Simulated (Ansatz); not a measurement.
# Reading a saddle point

A first-order saddle point of Si2H6S, closed shell, PBE0-D4/def2-TZVP, with one imaginary mode of 630i cm⁻¹:

```
9
angstrom
Si -1.0777 -0.5824 0.1252
S 1.1867 -1.6644 -0.0699
H -0.2307 -1.8894 -0.6286
H -1.0558 -0.6299 1.6297
Si -0.0926 1.4935 -0.3769
H 0.9168 -2.5808 0.8746
H 0.9125 1.9259 0.6327
H -1.1446 2.5428 -0.4877
H 0.5854 1.3847 -1.6991
```

Computed with Ansatz 0.2.0 (basis: def2-TZVPP and def2-QZVPP); correlated methods freeze the cores. Extrapolation: Hartree–Fock as exp(−7.88 √X), correlation as X^−2.97.

Problem. Which contacts change along the imaginary mode, and what lies on either side? (A judgement: the text doesn't fix the answer.)

Solution. Computed: The step is Si₂H₆S ([SiH3][SiH2][SH]) → Si₂H₄ ([SiH][SiH3]) + H₂S (still joined by a long Si–S bond), with the molecules in contact on both sides. Shortening one way: S2–H3; lengthening the same way: Si1–S2, Si1–H3.
| pair | one side (Å) | saddle (Å) | other side (Å) |
| --- | --- | --- | --- |
| S2–H3 | 3.01 | 1.54 | 1.35 |
| Si1–S2 | 2.14 | 2.52 | 2.38 |
| Si1–H3 | 1.49 | 1.73 | 2.97 |

Problem. Which side is lower, and how far does the saddle lie above each? (An estimate is asked for; the value comes from the calculation.)

Solution. By the calculation: The side with Si1–S2, Si1–H3 short is lower by 49.84 kcal/mol; the saddle lies 62.67 kcal/mol above it and 12.83 kcal/mol above the other (CCSD(T) at an estimated basis limit (MP2 extrapolated from triple and quadruple zeta, plus CCSD(T) − MP2 in triple zeta); electronic energies).

The T1 diagnostic stays at or below 0.017. The restricted Hartree–Fock reference is unstable towards an unrestricted one at one or more of these structures.

Losses and insertions of silylenes and their heavier kin drive the gas-phase chemistry of silicon and germanium vapour deposition.

Labels in which every atom is bracketed show which atoms are joined, not bond orders.

For scale, one of the runs: CCSD(T)/def2-TZVPP, 210 basis functions, launched by `ansatz run in.yaml --threads 2 --pin off --events-out ev --progress --plain --max-ram 4352MiB`. Hardware: 2 CPU threads of an Arm Neoverse V2, shared host. Wall time 43 s; peak host memory 2.5 GiB.
